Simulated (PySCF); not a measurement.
C2H2F2O.
Numbering: `[F:1][C@@H:2]1[O:3][C@@H:4]1[F:5]`

NICS is the negative of the GIAO shielding at a point without a nucleus: at the ring centre (0) and 1 Å above and below it (1); zz is the component along the ring normal. Level: GIAO PBE0/pcSseg-1 (PySCF, non-relativistic, gas phase) on the GFN2-xTB geometry, one conformer.

Ring bond lengths (Å), with Mayer bond orders in brackets: C2–O3 1.379 (0.98), O3–C4 1.379 (0.98), C4–C2 1.465 (0.96).

Question: Give the NICS values of each ring in ppm.

Answer: 
```tsv
ring	type	NICS(0)	NICS(1), two faces	NICS(1)zz, two faces	rms pucker (Å)	centre to ring atoms, mean (Å)
C2–O3–C4	3-membered ring with O; formal bonds all single	-38.9	-8.2 / -4.3	-23.1 / -8.9	0.00	0.81
```

Question: What can be read from them?

Answer: 
- C2–O3–C4: mean NICS(1)zz -16.0 ppm, shielded. C2, C4 have four or more neighbours, and the NICS criterion for π rings isn't applied. A hydrogen on C4, outside the ring, lies only 1.48 Å from a NICS(1) probe, which then mostly feels that atom. The two faces differ by 14.2 ppm, so no symmetry operation interchanges them. NICS(0) lies 33 ppm below the mean NICS(1).

Question: At the second NICS(1) probe listed for ring C2–O3–C4, 1 Å off the ring, what do the in-plane components average?

Answer: The isotropic value is a third of the trace: (3 × -4.3 − (-8.9))/2 = -2.0 ppm.

Question: Give the inner angles of the rings and the Hirshfeld charges of the ring atoms.

Answer: 
- C2–O3–C4: C2 57.9° (+0.103 e), O3 64.2° (-0.146 e), C4 57.9° (+0.103 e); sum 180.0° against 180° for a flat convex ring.

Question: What are the shieldings of the ring atoms and their hydrogens in the same run (means over atoms taken as equivalent)?

Answer: 
```json
{"atoms": "C2 (×2)", "environment": "sp3 C–F carbon", "σ isotropic (ppm)": "98.9", "principal values of the symmetric part, first atom (ppm)": "44.9, 85.3, 166.6"}
{"atoms": "O3", "environment": "epoxide oxygen", "σ isotropic (ppm)": "221.5", "principal values of the symmetric part, first atom (ppm)": "95.9, 172.9, 395.6"}
{"atoms": "H on C2 (×2)", "environment": "methine hydrogen", "σ isotropic (ppm)": "26.61", "principal values of the symmetric part, first atom (ppm)": "21.1, 26.0, 32.7"}
```
